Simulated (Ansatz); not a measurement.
Results of r²SCAN (Ansatz, a first-principles code, plane waves, PAW) for wurtzite CdS.

Total energies, extrapolated to zero smearing (they compare only within this program, potentials and cutoff; free atoms with spin allowed, lowest state found):

| system | energy (eV/atom) |
|---|---|
| wurtzite CdS, relaxed | -4587.8089 |
| free Cd atom | -8267.1120 |
| free S atom | -902.8622 |

Q: Work out the cohesive energy per atom.

A: E_coh = [1 × (-8267.1120) + 1 × (-902.8622)]/2 − (-4587.8089) = 2.82 eV/atom. The reference value is 2.87 ± 0.03 eV/atom (derived here from tabulated measurements, copied from a table, unchecked, brought to a static lattice with a Debye model, atoms in their spin–orbit ground levels; inputs from the CRC Handbook), a difference of -0.05 eV/atom.

The PAW data were made under PBE.
